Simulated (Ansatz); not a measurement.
in.yaml

```yaml
crystal:
  periodic: [false, false, false]
  atoms:
    - {symbol: As, position_ang: [0.000000, -0.387542, 0.000000]}
    - {symbol: F, position_ang: [0.000000, 0.764150, -1.290593]}
    - {symbol: F, position_ang: [0.000000, 0.764150, 1.290593]}
basis:
  gaussian: {orbitals: cc-pVDZ}
total_charge: 1
correlation: {method: fic_mrcisd_q, electrons: outside_noble_gas, active_space: {window: {electrons: 14, orbitals: 10}, shells: [{species: As, l: s, shell: 4}, {species: As, l: p, shell: 4}, {species: F, l: p, shell: 2}]}}
```

```sh
$ ansatz run in.yaml --threads 1 --pin off --events-out ev --progress --plain --max-ram 2393MiB
```

Log:

```
1015 factors; integrals over basis functions are off by at most 1.4e-7 eV
mean field evaluation 1: about -66189.1838 eV, gradient 6.9e1 eV
mean field evaluation 2: about -66189.3437 eV, gradient 6.8e1 eV
mean field evaluation 4: about -66197.8340 eV, gradient 2.7e0 eV
mean field evaluation 8: about -66197.9538 eV, gradient 3.8e-1 eV
mean field evaluation 16: about -66197.9549 eV, gradient 1.3e-6 eV
mean field -66197.95485286 eV, -2432.7299702571 hartree, gradient 1.3e-6 eV, S^2 0.000000; 0 other end points of the search recorded, 0 dependent functions left out
reference -66197.95485286 eV, -2432.7299702571 hartree; 25, 25 occupied and 30, 30 virtual orbitals, 1015 factors
state -66200.85797164 eV, -2432.8366579045 hartree
contracted CI cycle   1: correlation 0.00000000 eV, 0.0000000000 hartree, residual 3.95e1 eV
contracted CI cycle   2: correlation -9.43549145 eV, -0.3467479152 hartree, residual 6.92e0 eV
contracted CI cycle   3: correlation -9.81123317 eV, -0.3605561688 hartree, residual 1.57e0 eV
contracted CI cycle   4: correlation -9.83346709 eV, -0.3613732502 hartree, residual 4.23e-1 eV
contracted CI cycle   5: correlation -9.83496072 eV, -0.3614281402 hartree, residual 9.96e-2 eV
contracted CI cycle   6: correlation -9.83504581 eV, -0.3614312673 hartree, residual 2.76e-2 eV
contracted CI cycle   7: correlation -9.83505235 eV, -0.3614315073 hartree, residual 9.04e-3 eV
contracted CI cycle   8: correlation -9.83505301 eV, -0.3614315316 hartree, residual 2.72e-3 eV
contracted CI cycle   9: correlation -9.83505307 eV, -0.3614315339 hartree, residual 8.00e-4 eV
state -66200.85797164 eV, -2432.8366579045 hartree; corrected -66211.48758246 eV, -2433.2272888973 hartree
Total energy: -66211.48758246 eV, -2433.2272888973 hartree
Checks for a lower state left out: starts, orbital_swaps
```

Natural occupations: 1.9962 1.9941 1.9931 1.9818 1.9757 1.9663 1.9642 0.0457 0.0448 0.0382.

For the same geometry and basis RCCSDT(Q) lies 183.6 meV lower.

Ran on 1 thread of Arm Neoverse V2, shared host: 9.5 s wall, 0.57 GiB peak host memory.
